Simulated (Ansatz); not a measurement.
**Which method gave which barrier?**

Saddle point of BSiH5S, singlet (BSiH₅S ([SiH3][BH][SH]) → BHS ([BH][S]) + SiH₄; bonds formed: Si2–H4; bonds broken: B1–Si2, S3–H4), PBE0-D4/def2-TZVP structure:

| atom | x (Å) | y (Å) | z (Å) |
| --- | --- | --- | --- |
| B1 | -1.0587 | 0.0683 | -0.5503 |
| Si2 | 0.8056 | -0.2723 | 0.5109 |
| S3 | -1.5421 | 1.4966 | -1.3841 |
| H4 | -0.1556 | 0.9963 | -0.4909 |
| H5 | -1.5489 | -1.0063 | -0.3452 |
| H6 | 0.3213 | -0.6079 | 1.8717 |
| H7 | 1.8425 | 0.7912 | 0.5789 |
| H8 | 1.3359 | -1.4660 | -0.1909 |

Program: Ansatz 0.2.0. Basis: def2-TZVPP, with def2-QZVPP for the basis limit. Cores are frozen in the correlated methods. Extrapolation: Hartree–Fock as exp(−7.88 √X), correlation as X^−2.97. Four methods, as single points on the PBE0-D4 structures, gave these electronic barriers from the start structure: 38.94, 42.08, 47.80, 63.78 kcal/mol.

Q: The methods were, in alphabetical order, CCSD(T), HF, PBE-D4, r2SCAN-D4. Which gave which? (A judgement: the text doesn't fix the answer.)

A: The calculation gives: PBE-D4 38.94; r2SCAN-D4 42.08; CCSD(T) 47.80; HF 63.78 kcal/mol. For comparison, CCSD(T) at an estimated basis limit (MP2 extrapolated from triple and quadruple zeta, plus CCSD(T) − MP2 in triple zeta) gives 46.86 kcal/mol.

No T1 diagnostic of these runs exceeds 0.021.

Labels in which every atom is bracketed show which atoms are joined, not bond orders.

For scale, one of the runs: CCSD(T)/def2-TZVPP, 185 basis functions, launched by `ansatz run in.yaml --threads 2 --pin off --events-out ev --progress --plain --max-ram 4352MiB`. Time: 18 s of wall clock on 2 CPU threads of an AMD EPYC 9R14; the host was shared. Peak host memory: 1.7 GiB.
